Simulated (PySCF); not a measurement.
LiH, SMILES [LiH]. Atoms are numbered in the order given.

```xyz
2

Li     0.0000     0.0000    -0.3991
H      0.0000     0.0000     1.1972
```
Charge 0, spin multiplicity 1.

Geometry optimised at PBE0-D3(BJ)/def2-TZVPD.

The numbers are results of TDA-M06-2X/def2-TZVPD run with PySCF, not measurements.

Vertical excitations; the highest root listed may be one member of a degenerate set. The molecule is in vacuum. State labels are in the subgroup C2v.

Computed UV-visible absorptions:
```csv
state,symmetry,energy (eV),λ (nm),f,main pairs
S1,A1,3.28,377,0.078,HOMO→LUMO 96 %
S2,B1,4.53,274,0.206,HOMO→LUMO+1 (degenerate set)
S3,B2,4.53,274,0.206,HOMO→LUMO+2 (degenerate set)
S4,A1,6.09,203,0.003,HOMO→LUMO+3 98 %
S5,B1,6.48,191,0.016,HOMO→LUMO+4 (degenerate set)
S6,B2,6.48,191,0.016,HOMO→LUMO+5 (degenerate set)
S7,A1,6.66,186,0.010,HOMO→LUMO+6 95 %
S8,A1,8.71,142,0.290,HOMO→LUMO+7 93 %
S9,B1,9.89,125,0.369,HOMO→LUMO+8 (degenerate set)
S10,B2,9.89,125,0.369,HOMO→LUMO+9 (degenerate set)
T1,A1,3.27,380,0,HOMO→LUMO 93 %
T2,B1,4.39,282,0,HOMO→LUMO+1 (degenerate set)
T3,B2,4.39,282,0,HOMO→LUMO+2 (degenerate set)
T4,A1,5.51,225,0,HOMO→LUMO+3 89 %
```
Triplets are in the Tamm–Dancoff approximation.
